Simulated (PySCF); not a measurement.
# C4H3N (Cyanoallene): the cost of one run

Programs: PySCF 2.14.0, with density-fitted response routines of our own. Each step states its level of theory. These are calculated values for one molecule in the gas phase, unless marked as measured. Atoms are numbered from 0 throughout.

## Step 1: The molecule as given

8 atoms, charge 0, multiplicity 1; geometry from: MMFF94s. The atoms were then displaced at random by about 0.03 Å, so the start is not that level's minimum.

Bonds of the start (Å): C0–C1 1.21, C1–C2 1.26, C2–C3 1.55, C3–N4 1.06, C0–H5 1.18, C0–H6 1.08, C2–H7 1.09.

## Step 2: Optimising the geometry at PBE0-D3(BJ)/def2-SVP

The job: settings as JSON, then the geometry in Å.

```
{"job": {"xc": "PBE0", "basis": "def2-SVP", "d3": "d3bj", "grid": 1, "shake": 0.03, "kind": "geom"}, "charge": 0, "multiplicity": 1}
C     -1.602390     0.100300     0.030210
C     -0.436550    -0.187610    -0.114050
C      0.762360    -0.537490    -0.261680
C      1.947560     0.327530     0.234900
N      2.695170     0.982180     0.600590
H     -2.168470     0.772670    -0.761050
H     -2.199100    -0.092040     0.906540
H      1.139640    -1.451200    -0.719140
```

Command:

```
$ OMP_NUM_THREADS=1 python probes_run.py task.json out
```

This one command runs all jobs of the session in turn.

Q: Estimate the wall time and peak memory of this first job on 1 thread of Arm Neoverse V1, shared host.

About 18 s, with a peak of 0.33 GiB.
